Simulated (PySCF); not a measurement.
## Basis-set dependence of population analyses: `C/C=C/C=C/F`

Compound: C5H7F.
Geometry (PBE0-D3(BJ)/def2-SVP, Å), atoms numbered from 1 in this order:
```xyz
13
C5H7F angstrom
C     -2.3015    0.2211    0.4128
C     -0.9592    0.4865   -0.1762
C      0.1656   -0.1874    0.1159
C      1.4619    0.0942   -0.4686
C      2.5691   -0.5888   -0.1630
F      3.7466   -0.3114   -0.7137
H     -3.0509    0.0207   -0.3716
H     -2.2843   -0.6401    1.0971
H     -2.6704    1.0959    0.9757
H     -0.8964    1.3039   -0.9064
H      0.1166   -1.0076    0.8438
H      1.5451    0.9058   -1.1987
H      2.6165   -1.4190    0.5494
```

PBE0 throughout (PySCF), one geometry, spherical d and f functions. One conformer (not necessarily the lowest) at the PBE0-D3(BJ)/def2-SVP geometry, without solvent, vibrations or thermal averaging. Atoms taken as equivalent share a column and are averaged. The first 7 of 11 kinds of atom are listed.

Mulliken charges (e):

```
        basis  functions      C1      C2      C3      C4      C5      F6  H7/H8/H9
       STO-3G         37  -0.240  -0.079  -0.092  -0.124  +0.021  -0.061    +0.085
        6-31G         68  -0.554  -0.140  -0.136  -0.188  +0.126  -0.314    +0.179
     pcSseg-0         68  -0.686  -0.239  -0.231  -0.315  +0.169  -0.350    +0.243
       6-31G*         98  -0.577  -0.142  -0.142  -0.219  +0.160  -0.298    +0.186
      cc-pVDZ        119  -0.035  -0.128  +0.003  -0.060  +0.173  -0.168    +0.054
     def2-SVP        119  -0.026  -0.144  -0.026  -0.059  +0.179  -0.204    +0.052
  aug-cc-pVDZ        201  +0.056  +0.059  +1.647  +0.759  +0.565  -0.519    -0.057
6-311+G(2d,p)        204  -0.785  +0.060  +0.109  +0.014  -0.022  -0.266    +0.151
    def2-TZVP        228  -0.343  -0.122  -0.129  -0.102  +0.051  -0.180    +0.128
      cc-pVTZ        278  -0.268  -0.129  -0.109  -0.135  +0.086  -0.161    +0.101
     IGLO-III        280  -0.355  -0.041  -0.093  -0.077  +0.124  -0.228    +0.121
     pcSseg-2        314  -0.018  -0.082  -0.033  -0.038  +0.205  -0.250    +0.036
```

IAO charges (e):

```
        basis  functions      C1      C2      C3      C4      C5      F6  H7/H8/H9
       STO-3G         37  -0.401  -0.131  -0.147  -0.205  +0.025  -0.076    +0.139
        6-31G         68  -0.436  -0.131  -0.155  -0.194  +0.107  -0.244    +0.154
     pcSseg-0         68  -0.430  -0.133  -0.153  -0.201  +0.115  -0.232    +0.152
       6-31G*         98  -0.415  -0.131  -0.149  -0.199  +0.145  -0.251    +0.146
      cc-pVDZ        119  -0.415  -0.132  -0.152  -0.200  +0.142  -0.251    +0.146
     def2-SVP        119  -0.405  -0.128  -0.149  -0.197  +0.144  -0.252    +0.143
  aug-cc-pVDZ        201  -0.425  -0.137  -0.155  -0.197  +0.139  -0.268    +0.151
6-311+G(2d,p)        204  -0.427  -0.137  -0.155  -0.197  +0.139  -0.269    +0.151
    def2-TZVP        228  -0.427  -0.137  -0.154  -0.199  +0.144  -0.267    +0.151
      cc-pVTZ        278  -0.428  -0.137  -0.154  -0.200  +0.144  -0.265    +0.151
     IGLO-III        280  -0.428  -0.138  -0.155  -0.198  +0.141  -0.269    +0.152
     pcSseg-2        314  -0.427  -0.137  -0.155  -0.198  +0.143  -0.268    +0.151
```

Some averages cover members that differ in this geometry, most widely: H7/H8/H9, Mulliken in aug-cc-pVDZ -0.227 to +0.032 e.

Which scheme is steadiest as the basis changes?

Largest range over the bases for any column: IAO 0.19 e, Mulliken 1.88 e. IAO charges move least and Mulliken charges most, counted in e. Without the minimal STO-3G basis the ranges are IAO 0.04, Mulliken 1.88 e.

How much do the charges still move between the two largest bases, IGLO-III and pcSseg-2?

At most, over all atoms: Mulliken 0.336 e, IAO 0.002 e.

What do the same runs give for the total energy, the frontier levels and the dipole moment?

```
        basis  energy (Eh)  HOMO (eV)  LUMO (eV)  μ (D)
       STO-3G    -290.4310      -3.91       2.37   0.48
        6-31G    -294.1380      -6.17      -0.30   1.97
     pcSseg-0    -293.5463      -6.44      -0.58   1.92
       6-31G*    -294.2002      -6.06      -0.20   1.47
      cc-pVDZ    -294.2254      -6.21      -0.38   1.53
     def2-SVP    -293.9934      -6.29      -0.47   1.62
  aug-cc-pVDZ    -294.2446      -6.37      -0.60   1.73
6-311+G(2d,p)    -294.2972      -6.39      -0.61   1.77
    def2-TZVP    -294.3234      -6.36      -0.56   1.66
      cc-pVTZ    -294.3138      -6.33      -0.52   1.61
     IGLO-III    -294.3301      -6.38      -0.60   1.72
     pcSseg-2    -294.3239      -6.39      -0.61   1.74
```

The dipole is fixed by the density alone, so its range of 1.49 D shows that the density itself changes with the basis, not only its division among atoms.
